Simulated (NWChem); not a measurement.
All runs are NWChem calculations. System: Al, charge 0, spin multiplicity 2. Its SCF solution wasn't tested for a lower state. Level: UHF/cc-pVDZ.

The NWChem input:

```
start mol
memory heap 200 mb stack 900 mb global 1100 mb
geometry units angstroms nocenter noautoz
  Al     0.000000     0.000000     0.000000
  symmetry group D2h
end
basis spherical
  * library cc-pvdz
end
scf
  uhf
  nopen 1
  maxiter 100
  thresh 1e-7
  semidirect memsize 60000000 filesize 0
  # guess.movecs holds the orbitals of an unrestricted PBE0 run
  vectors input guess.movecs output mol.movecs
end
task scf energy
```

Output (cleaned and shortened):

```
             Northwest Computational Chemistry Package (NWChem) 7.3.0
             --------------------------------------------------------

                                NWChem Input Module
                                -------------------

 Scaling coordinates for geometry "geometry" by  1.889725989
 (inverse scale =  0.529177249)

                             Geometry "geometry" -> ""
                             -------------------------

 Output coordinates in angstroms (scale by  1.889725989 to convert to a.u.)

  No.       Tag          Charge          X              Y              Z
 ---- ---------------- ---------- -------------- -------------- --------------
    1 Al                  13.0000     0.00000000     0.00000000     0.00000000

 Effective nuclear repulsion energy (a.u.)       0.0000000000

            Nuclear Dipole moment (a.u.)
            ----------------------------
        X                 Y               Z
 ---------------- ---------------- ----------------
     0.0000000000     0.0000000000     0.0000000000

      Symmetry information
      --------------------

 Group name             D2h
 Group number             26
 Group order               8
 No. of unique centers     1

      Symmetry unique atoms

     1


 Summary of "ao basis" -> "" (spherical)
 ------------------------------------------------------------------------------
       Tag                 Description            Shells   Functions and Types
 ---------------- ------------------------------  ------  ---------------------
 *                          cc-pvdz                   on all atoms

 Summary of "ao basis" -> "ao basis" (spherical)
 ------------------------------------------------------------------------------
       Tag                 Description            Shells   Functions and Types
 ---------------- ------------------------------  ------  ---------------------
 Al                         cc-pvdz                  8       18   4s3p1d

                                 NWChem SCF Module
                                 -----------------

  ao basis        = "ao basis"
  functions       =    18
  atoms           =     1
  alpha electrons =     7
  beta  electrons =     6
  charge          =   0.00
  wavefunction    = UHF
  use symmetry    = T
  symmetry adapt  = T

 Summary of "ao basis" -> "ao basis" (spherical)
 ------------------------------------------------------------------------------
       Tag                 Description            Shells   Functions and Types
 ---------------- ------------------------------  ------  ---------------------
 Al                         cc-pvdz                  8       18   4s3p1d

      Symmetry analysis of basis
      --------------------------

        ag          6
        au          0
        b1g         1
        b1u         3
        b2g         1
        b2u         3
        b3g         1
        b3u         3

 Forming initial guess at       0.1s

   Symmetry analysis of molecular orbitals - initial alpha
   -------------------------------------------------------

  Numbering of irreducible representations:

     1 ag          2 au          3 b1g         4 b1u         5 b2g
     6 b2u         7 b3g         8 b3u

  Orbital symmetries:

     1 ag          2 ag          3 b2u         4 b1u         5 b3u
     6 ag          7 b3u         8 b2u         9 b1u        10 ag
    11 b3u        12 b2u        13 b1u        14 b2g        15 b1g
    16 ag         17 ag

   Symmetry analysis of molecular orbitals - initial beta
   ------------------------------------------------------

  Numbering of irreducible representations:

     1 ag          2 au          3 b1g         4 b1u         5 b2g
     6 b2u         7 b3g         8 b3u

  Orbital symmetries:

     1 ag          2 ag          3 b1u         4 b2u         5 b3u
     6 ag          7 b1u         8 b2u         9 b3u        10 ag
    11 b2u        12 b1u        13 b3u        14 ag         15 b3g
    16 b2g        17 b1g

 Starting SCF solution at       0.1s

 ----------------------------------------------
         Quadratically convergent UHF

 Convergence threshold     :          1.000E-07
 Maximum no. of iterations :          100
 Integral*density screening:          1.000E-09
 ----------------------------------------------

              iter       energy          gnorm     gmax       time
             ----- ------------------- --------- --------- --------
                 1     -241.8714396945  1.32D-01  5.22D-02      0.2
                 2     -241.8735057071  2.74D-03  1.50D-03      0.2
                 3     -241.8735095887  5.33D-06  1.90D-06      0.2
                 4     -241.8735095887  8.64D-09  6.69D-09      0.2

       Final UHF  results
       ------------------

         Total SCF energy =   -241.873509588660
      One electron energy =   -336.650141675732
      Two electron energy =     94.776632087071
 Nuclear repulsion energy =      0.000000000000

                       Sz =      0.5000
                 Sz(Sz+1) =      0.7500
                      S^2 =      0.7644

        Time for solution =      0.2s

       Symmetry analysis of molecular orbitals - alpha
       -----------------------------------------------

  Numbering of irreducible representations:

     1 ag          2 au          3 b1g         4 b1u         5 b2g
     6 b2u         7 b3g         8 b3u

  Orbital symmetries:

     1 ag          2 ag          3 b3u         4 b1u         5 b2u
     6 ag          7 b3u         8 b2u         9 b1u        10 ag
    11 b3u        12 b2u        13 b1u        14 ag         15 b1g
    16 b2g        17 ag

       Symmetry analysis of molecular orbitals - beta
       ----------------------------------------------

  Numbering of irreducible representations:

     1 ag          2 au          3 b1g         4 b1u         5 b2g
     6 b2u         7 b3g         8 b3u

  Orbital symmetries:

     1 ag          2 ag          3 b1u         4 b2u         5 b3u
     6 ag          7 b2u         8 b1u         9 b3u        10 ag
    11 b2u        12 b1u        13 b3u        14 ag         15 b3g
    16 b1g        17 b2g

          Final alpha eigenvalues
          -----------------------

              1
    1  -58.4983
    2   -4.9084
    3   -3.2215
    4   -3.2158
    5   -3.2158
    6   -0.4245
    7   -0.2161
    8    0.0262
    9    0.0262
   10    0.2721
   11    0.3354
   12    0.3651
   13    0.3651
   14    0.3970
   15    0.4013
   16    0.4013
   17    0.4210

          Final beta eigenvalues
          ----------------------

              1
    1  -58.4956
    2   -4.9049
    3   -3.2145
    4   -3.2145
    5   -3.2048
    6   -0.3622
    7    0.0356
    8    0.0356
    9    0.0736
   10    0.2889
   11    0.3691
   12    0.3691
   13    0.4029
   14    0.4230
   15    0.4230
   16    0.4540
   17    0.4540

                    UHF Final Alpha Molecular Orbital Analysis
                    ------------------------------------------

 Vector    5  Occ=1.000000D+00  E=-3.215815D+00  Symmetry=b2u
              MO Center= -3.6D-35,  5.8D-20, -3.3D-35, r^2= 1.3D-01
   Bfn.  Coefficient  Atom+Function         Bfn.  Coefficient  Atom+Function
  ----- ------------  ---------------      ----- ------------  ---------------
     6      1.000370  1 Al py

 Vector    6  Occ=1.000000D+00  E=-4.244785D-01  Symmetry=ag
              MO Center=  7.1D-34, -5.9D-20,  3.5D-22, r^2= 2.2D+00
   Bfn.  Coefficient  Atom+Function         Bfn.  Coefficient  Atom+Function
  ----- ------------  ---------------      ----- ------------  ---------------
     3      0.540973  1 Al s                  4      0.530588  1 Al s

 Vector    7  Occ=1.000000D+00  E=-2.161048D-01  Symmetry=b3u
              MO Center= -1.8D-16, -2.9D-16, -3.3D-16, r^2= 3.7D+00
   Bfn.  Coefficient  Atom+Function         Bfn.  Coefficient  Atom+Function
  ----- ------------  ---------------      ----- ------------  ---------------
    11      0.639296  1 Al px                 8      0.471209  1 Al px

 Vector    8  Occ=0.000000D+00  E= 2.622364D-02  Symmetry=b2u
              MO Center=  1.9D-32,  1.4D-18,  1.2D-32, r^2= 4.7D+00
   Bfn.  Coefficient  Atom+Function         Bfn.  Coefficient  Atom+Function
  ----- ------------  ---------------      ----- ------------  ---------------
    12      0.814585  1 Al py                 9      0.266967  1 Al py

 Vector    9  Occ=0.000000D+00  E= 2.622364D-02  Symmetry=b1u
              MO Center=  1.5D-30,  8.5D-31,  2.9D-24, r^2= 4.7D+00
   Bfn.  Coefficient  Atom+Function         Bfn.  Coefficient  Atom+Function
  ----- ------------  ---------------      ----- ------------  ---------------
    13      0.814585  1 Al pz                10      0.266967  1 Al pz

 Vector   10  Occ=0.000000D+00  E= 2.721405D-01  Symmetry=ag
              MO Center=  1.0D-17, -1.5D-18,  2.1D-21, r^2= 5.1D+00
   Bfn.  Coefficient  Atom+Function         Bfn.  Coefficient  Atom+Function
  ----- ------------  ---------------      ----- ------------  ---------------
     4     -1.881343  1 Al s                  3      1.862446  1 Al s
     2      0.917062  1 Al s

                     UHF Final Beta Molecular Orbital Analysis
                     -----------------------------------------

 Vector    4  Occ=1.000000D+00  E=-3.214463D+00  Symmetry=b2u
              MO Center=  1.8D-41,  6.8D-23,  3.1D-41, r^2= 1.3D-01
   Bfn.  Coefficient  Atom+Function         Bfn.  Coefficient  Atom+Function
  ----- ------------  ---------------      ----- ------------  ---------------
     6      1.000367  1 Al py

 Vector    5  Occ=1.000000D+00  E=-3.204849D+00  Symmetry=b3u
              MO Center= -4.4D-22, -2.2D-34, -2.9D-34, r^2= 1.3D-01
   Bfn.  Coefficient  Atom+Function         Bfn.  Coefficient  Atom+Function
  ----- ------------  ---------------      ----- ------------  ---------------
     5      1.000098  1 Al px

 Vector    6  Occ=1.000000D+00  E=-3.621662D-01  Symmetry=ag
              MO Center=  3.1D-37, -5.0D-36,  2.6D-21, r^2= 2.2D+00
   Bfn.  Coefficient  Atom+Function         Bfn.  Coefficient  Atom+Function
  ----- ------------  ---------------      ----- ------------  ---------------
     3      0.559522  1 Al s                  4      0.512255  1 Al s

 Vector    7  Occ=0.000000D+00  E= 3.561622D-02  Symmetry=b2u
              MO Center=  5.0D-33, -1.6D-19, -1.0D-31, r^2= 4.7D+00
   Bfn.  Coefficient  Atom+Function         Bfn.  Coefficient  Atom+Function
  ----- ------------  ---------------      ----- ------------  ---------------
    12      0.817166  1 Al py                 9      0.263694  1 Al py

 Vector    8  Occ=0.000000D+00  E= 3.561622D-02  Symmetry=b1u
              MO Center= -4.6D-38, -8.3D-38, -1.1D-21, r^2= 4.7D+00
   Bfn.  Coefficient  Atom+Function         Bfn.  Coefficient  Atom+Function
  ----- ------------  ---------------      ----- ------------  ---------------
    13      0.817166  1 Al pz                10      0.263694  1 Al pz

 Vector    9  Occ=0.000000D+00  E= 7.356791D-02  Symmetry=b3u
              MO Center=  1.2D-16,  1.7D-16,  2.4D-16, r^2= 4.9D+00
   Bfn.  Coefficient  Atom+Function         Bfn.  Coefficient  Atom+Function
  ----- ------------  ---------------      ----- ------------  ---------------
    11      0.855269  1 Al px                 8      0.214336  1 Al px

 center of mass
 --------------
 x =   0.00000000 y =   0.00000000 z =   0.00000000

 moments of inertia (a.u.)
 ------------------
           0.000000000000           0.000000000000           0.000000000000
           0.000000000000           0.000000000000           0.000000000000
           0.000000000000           0.000000000000           0.000000000000

  Mulliken analysis of the total density
  --------------------------------------

    Atom       Charge   Shell Charges
 -----------   ------   -------------------------------------------------------
    1 Al  13    13.00   2.00  2.00  1.03  0.96  6.00  0.41  0.59  0.01

  Mulliken analysis of the alpha density
  --------------------------------------

    Atom       Charge   Shell Charges
 -----------   ------   -------------------------------------------------------
    1 Al  13     7.00   1.00  1.00  0.50  0.49  3.00  0.41  0.59  0.00

   Mulliken analysis of the beta density
   -------------------------------------

    Atom       Charge   Shell Charges
 -----------   ------   -------------------------------------------------------
    1 Al  13     6.00   1.00  1.00  0.52  0.47  3.00 -0.00 -0.00  0.00

   Mulliken analysis of the spin density
   -------------------------------------

    Atom       Charge   Shell Charges
 -----------   ------   -------------------------------------------------------
    1 Al  13     1.00  -0.00 -0.00 -0.02  0.02 -0.00  0.41  0.59  0.00

       Multipole analysis of the density wrt the origin
       ------------------------------------------------

     L   x y z        total         alpha         beta         nuclear
     -   - - -        -----         -----         ----         -------
     0   0 0 0     -0.000000     -7.000000     -6.000000     13.000000

     1   1 0 0      0.000000      0.000000      0.000000      0.000000
     1   0 1 0      0.000000      0.000000     -0.000000      0.000000
     1   0 0 1      0.000000      0.000000     -0.000000      0.000000

     2   2 0 0    -14.555455    -11.600666     -2.954789      0.000000
     2   1 1 0     -0.000000     -0.000000     -0.000000      0.000000
     2   1 0 1     -0.000000     -0.000000     -0.000000      0.000000
     2   0 2 0     -9.136856     -5.779921     -3.356935      0.000000
     2   0 1 1     -0.000000      0.000000     -0.000000      0.000000
     2   0 0 2     -9.136856     -5.779921     -3.356935      0.000000

 Task  times  cpu:        0.2s     wall:        0.2s

 Total times  cpu:        0.3s     wall:        0.3s
```
